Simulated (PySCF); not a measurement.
A geometry optimisation, step by step.

C₃H₆O.
SMILES with atom numbers: `[CH2:1]=[CH:2][CH2:3][OH:4]` (hydrogens: H5, H6 on C1; H7 on C2; H8, H9 on C3; H10 on O4)

Method: PBE0-D3(BJ)/def2-SVP geometry optimisation, gas phase in PySCF; density fitting, grid level 1; the optimiser is geomeTRIC in internal coordinates, started from a GFN2-xTB structure with every atom displaced at random (about 0.01 Å). The frame can shift and turn from step to step; on so coarse a grid that alone can change the energy by a few meV, and forces under 0.02 eV/Å are noise.

Step 0: E = -5244.8883 eV, largest atomic force 2.814 eV/Å
```
atom  x, y, z in Å  |  force x, y, z in eV/Å
C1      1.546    0.204    0.337   -1.807   1.727  -1.292
C2      0.359    0.472   -0.246    0.796  -1.086   0.590
C3     -0.772   -0.522   -0.366    1.403   0.183   0.933
O4     -1.968    0.023    0.013   -1.589   0.716   0.494
H5      2.302    0.964    0.378    0.639   0.472   0.079
H6      1.749   -0.729    0.757    0.432  -1.855   0.832
H7      0.155    1.445   -0.667   -0.073   0.558  -0.247
H8     -0.858   -0.811   -1.410   -0.168  -0.327  -0.492
H9     -0.524   -1.413    0.253    0.100  -0.113  -0.357
H10    -1.940    0.346    0.931    0.268  -0.275  -0.540
```

Step 1: E = -5245.0109 eV, largest atomic force 0.555 eV/Å
```
atom  x, y, z in Å  |  force x, y, z in eV/Å
C1      1.475    0.270    0.490    0.238  -0.483   0.136
C2      0.379    0.485   -0.233   -0.174   0.267  -0.076
C3     -0.721   -0.501   -0.463   -0.253   0.048  -0.136
O4     -1.981    0.006   -0.073    0.248  -0.181  -0.059
H5      2.249    1.034    0.605   -0.025   0.021   0.052
H6      1.669   -0.711    0.967   -0.088   0.373  -0.161
H7      0.208    1.472   -0.689    0.051  -0.113   0.035
H8     -0.805   -0.722   -1.545    0.019   0.054   0.115
H9     -0.485   -1.459    0.035    0.035  -0.084   0.046
H10    -1.948    0.103    0.884   -0.051   0.099   0.048
```

Step 2: E = -5245.0174 eV, largest atomic force 0.244 eV/Å
```
atom  x, y, z in Å  |  force x, y, z in eV/Å
C1      1.466    0.262    0.476    0.092   0.047   0.015
C2      0.372    0.507   -0.245    0.030  -0.144   0.139
C3     -0.712   -0.503   -0.459   -0.207   0.107  -0.073
O4     -1.975   -0.019   -0.066    0.061  -0.119  -0.024
H5      2.241    1.018    0.631    0.011   0.011  -0.017
H6      1.636   -0.719    0.938   -0.027   0.070  -0.028
H7      0.202    1.492   -0.697    0.016  -0.033   0.016
H8     -0.799   -0.733   -1.535   -0.016   0.003  -0.003
H9     -0.449   -1.453    0.049    0.017   0.009  -0.007
H10    -1.944    0.125    0.886    0.023   0.050  -0.018
```

Step 3: E = -5245.0200 eV, largest atomic force 0.240 eV/Å
```
atom  x, y, z in Å  |  force x, y, z in eV/Å
C1      1.484    0.266    0.474   -0.196   0.122  -0.066
C2      0.371    0.486   -0.229    0.109  -0.007   0.022
C3     -0.724   -0.511   -0.462    0.080  -0.022   0.178
O4     -1.982   -0.025   -0.070   -0.050  -0.022   0.017
H5      2.242    1.040    0.623   -0.015   0.005  -0.054
H6      1.673   -0.701    0.940    0.052  -0.202   0.081
H7      0.199    1.470   -0.676   -0.032   0.100  -0.033
H8     -0.810   -0.727   -1.538    0.022  -0.002  -0.066
H9     -0.465   -1.468    0.037   -0.023   0.016  -0.034
H10    -1.950    0.149    0.878    0.054   0.013  -0.045
```

Step 4: E = -5245.0228 eV, largest atomic force 0.093 eV/Å
```
atom  x, y, z in Å  |  force x, y, z in eV/Å
C1      1.477    0.264    0.477   -0.025   0.083  -0.034
C2      0.368    0.491   -0.227   -0.006  -0.042  -0.013
C3     -0.721   -0.511   -0.460    0.022   0.014   0.046
O4     -1.981   -0.031   -0.069   -0.034  -0.035   0.011
H5      2.236    1.039    0.611    0.017  -0.018   0.016
H6      1.670   -0.708    0.941    0.011  -0.048   0.015
H7      0.194    1.478   -0.673   -0.007   0.021  -0.004
H8     -0.804   -0.728   -1.538    0.018   0.003  -0.020
H9     -0.459   -1.467    0.039   -0.009  -0.006  -0.013
H10    -1.941    0.152    0.876    0.013   0.029  -0.004
```

Step 5: E = -5245.0237 eV, largest atomic force 0.060 eV/Å
```
atom  x, y, z in Å  |  force x, y, z in eV/Å
C1      1.473    0.268    0.474    0.039  -0.043   0.015
C2      0.363    0.495   -0.227   -0.009   0.018  -0.008
C3     -0.719   -0.514   -0.456    0.001   0.016  -0.027
O4     -1.983   -0.042   -0.066   -0.010  -0.028   0.001
H5      2.240    1.035    0.614   -0.014   0.015  -0.006
H6      1.665   -0.710    0.930   -0.002   0.019  -0.003
H7      0.184    1.483   -0.672   -0.002  -0.016   0.009
H8     -0.798   -0.733   -1.535    0.002   0.005   0.008
H9     -0.451   -1.467    0.042   -0.003  -0.010   0.000
H10    -1.935    0.163    0.874   -0.002   0.025   0.010
```

Step 6: E = -5245.0243 eV, largest atomic force 0.032 eV/Å
```
atom  x, y, z in Å  |  force x, y, z in eV/Å
C1      1.474    0.268    0.472    0.017  -0.012   0.005
C2      0.360    0.494   -0.225   -0.011   0.001   0.002
C3     -0.720   -0.518   -0.455    0.020  -0.003  -0.025
O4     -1.985   -0.052   -0.063   -0.013  -0.003   0.004
H5      2.235    1.042    0.610    0.001   0.001   0.001
H6      1.674   -0.710    0.924   -0.005   0.020  -0.006
H7      0.175    1.483   -0.664   -0.001  -0.011   0.008
H8     -0.797   -0.735   -1.534   -0.006   0.002   0.007
H9     -0.447   -1.472    0.041   -0.004  -0.003   0.001
H10    -1.931    0.178    0.870    0.002   0.007   0.003
```

Step 7: E = -5245.0244 eV, largest atomic force 0.021 eV/Å
```
atom  x, y, z in Å  |  force x, y, z in eV/Å
C1      1.475    0.270    0.470   -0.001  -0.001   0.001
C2      0.358    0.492   -0.223   -0.001  -0.001  -0.002
C3     -0.720   -0.521   -0.454    0.019  -0.006  -0.006
O4     -1.985   -0.058   -0.061   -0.014   0.006   0.006
H5      2.233    1.046    0.607    0.000   0.001   0.001
H6      1.679   -0.707    0.922    0.001   0.002  -0.003
H7      0.169    1.482   -0.659   -0.001  -0.001  -0.001
H8     -0.798   -0.736   -1.533   -0.001   0.001   0.001
H9     -0.446   -1.476    0.040   -0.001   0.001   0.001
H10    -1.926    0.186    0.869    0.000  -0.001   0.000
```

Q: Summarise the path.

A: The energy falls by 0.1361 eV from step 0 to step 7; nine tenths of that is first reached at step 1. It falls at every step. The largest force goes from 2.814 to 0.021 eV/Å. Among the bonds C1–H6 changes most, from 1.043 to 1.096 Å; the atoms move by 0.074 Å rms after alignment.

Q: Follow the three bonds and two angles with the largest change from start to end.

A: 
```tsv
step	E above end (eV)	largest force (eV/Å)	C1–H6 (Å)	C3–O4 (Å)	C1–H5 (Å)	C3–O4–H10 (°)	H8–C3–H9 (°)
0	0.1361	2.814	1.043	1.368	1.072	111.6	109.8
1	0.0135	0.555	1.108	1.413	1.093	106.3	106.5
2	0.0070	0.244	1.098	1.409	1.093	107.3	106.7
3	0.0044	0.240	1.090	1.405	1.094	107.9	106.8
4	0.0016	0.093	1.094	1.404	1.093	107.5	106.7
5	0.0007	0.060	1.096	1.404	1.093	107.3	106.6
6	0.0001	0.032	1.096	1.404	1.093	107.4	106.6
7	0.0000	0.021	1.096	1.404	1.093	107.4	106.6
```

What follows is the cost of the whole optimisation. The run took 24 s wall on one thread of an Arm Neoverse N1, shared host with 64 logical CPUs at a one-minute load of 55, and the process peaked at 0.35 GiB of memory.
